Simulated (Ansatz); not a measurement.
## Cost against result

The pair of H₂S (SMILES S, atoms 1–3) and SiH₄O (SMILES [SiH3]O, atoms 4–9), both closed shells, in one local arrangement (a lower one may exist), relaxed at PBE0-D4/def2-TZVP:

S1  (0.274, -0.318, -2.985)
H2  (0.132, -0.599, -1.676)
H3  (-1.050, -0.202, -3.167)
Si4  (0.081, 0.574, 1.418)
O5  (0.012, -0.793, 0.487)
H6  (1.466, 0.834, 1.893)
H7  (-0.376, 1.673, 0.539)
H8  (-0.808, 0.456, 2.605)
H9  (0.269, -1.625, 0.886)
(Å)

Interaction energies are counterpoise-corrected; the time is that of the whole pair.

Ansatz 0.2.0; basis: as named in each row; cores frozen in the correlated methods. B3LYP uses VWN-RPA correlation. Extrapolation: Hartree–Fock as exp(−7.88 √X), correlation as X^−2.97.

Times are rough, for one single point on 4 threads of a shared host (Arm Neoverse N1).

The estimate by CCSD(T) at an estimated basis limit (MP2 extrapolated from triple and quadruple zeta, plus CCSD(T) − MP2 in triple zeta) is -2.45 kcal/mol.

```csv
method,basis,time (s),interaction energy (kcal/mol),method less estimate
HF,STO-3G,under 1,0.28,2.73
PBE-D4,STO-3G,under 1,-2.88,-0.43
SPW92,def2-SVP,under 1,-4.50,-2.05
B3LYP-D4,6-31G,under 1,-5.02,-2.57
PBE-D4,def2-SVP,under 1,-3.20,-0.75
PBE0-D4,def2-SVP,under 1,-3.23,-0.78
CCSD(T),def2-SVP,2,-1.38,1.07
PBE-D4,def2-TZVPPD,3,-2.87,-0.42
revPBE-D4,def2-TZVPPD,3,-2.40,0.05
BLYP-D4,def2-TZVPPD,3,-2.52,-0.07
B3LYP-D4,def2-TZVPPD,4,-2.66,-0.21
HSE06-D4,def2-TZVPPD,4,-2.77,-0.32
PBE0-D4,def2-TZVPPD,4,-2.77,-0.32
wB97M-V,def2-SVP,4,-2.57,-0.12
r2SCAN-D4,def2-TZVPPD,6,-2.45,0.00
B2PLYP,def2-TZVPPD,6,-1.73,0.72
wB97X-V,def2-TZVPPD,9,-2.36,0.09
B97M-V,def2-TZVPPD,10,-2.35,0.10
wB97M-V,def2-TZVPPD,11,-2.26,0.19
MP2,def2-QZVPPD,19,-2.48,-0.03
CCSD(T),def2-TZVPPD,97,-2.12,0.33
```

No T1 diagnostic of these runs exceeds 0.012.
